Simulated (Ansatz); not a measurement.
Results of PBE (plane waves, PAW; Ansatz, a first-principles code) for Bi2S3 (Pnma, No. 62).

Settings: plane-wave cutoff 500 eV, 4×10×4 k mesh (along the axes of the cell as run), Fermi–Dirac smearing 0.05 eV, scalar-relativistic PAW data made under PBE.

Computed at the level's own relaxed cell.

**Question.** Estimate the equilibrium volume per atom and band gap that the calculation returns.

**Answer.** 
* **equilibrium volume per atom**: 26.62 Å³/atom
* **band gap**: 1.38 eV (on the SCF k mesh)

Measured, for comparison: band gap 1.3 eV (temperature not stated, not corrected to a static lattice; as tabulated in Wikipedia's data pages).

Note: the relaxation could not lower the start's symmetry, so the cell can be a saddle point above a distorted one.

Spin–orbit coupling is not included; with these elements it can move the gap by several tenths of an eV or more.

Computed values are for the static lattice.

Computing time: very roughly 28 core-minutes.
